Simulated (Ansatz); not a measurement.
System: rock-salt HfN. Method: LDA (Ansatz, a quantum-chemistry and plane-wave program, plane waves, PAW).

Settings: plane-wave cutoff 520 eV, 16×16×16 k mesh, Fermi–Dirac smearing 0.1 eV, perturbation theory, force constants from a 4×4×4 q mesh, scalar-relativistic PAW data made under PBE.

Quasi-harmonic lattice constant against temperature at zero pressure (zero-point motion included); the last value is withheld.

```tsv
T (K)	lattice constant (Å)
300	4.4804
400	4.4833
500	4.4865
600	4.4898
700	4.4933
800	?
```

### Question
Fit a straight line to the rows shown and predict the value at 800 K, and give the mean linear expansion coefficient over the rows shown.

### Answer
Means: 500 K and 4.48666 Å. Σ(T − T̄)(y − ȳ) = 3.2300 and Σ(T − T̄)² = 100000, so the slope is 3.23e-05 Å/K. Divided by the mean, α = 7.2 × 10⁻⁶/K. At 800 K: 4.48666 + (3.23e-05) × 300 = 4.4963 Å. The run gives 4.4969 Å.

At 300 K the run's own coefficient is 6.1 × 10⁻⁶/K.

Anharmonicity beyond the change of volume is left out, and so is the electrons' share.
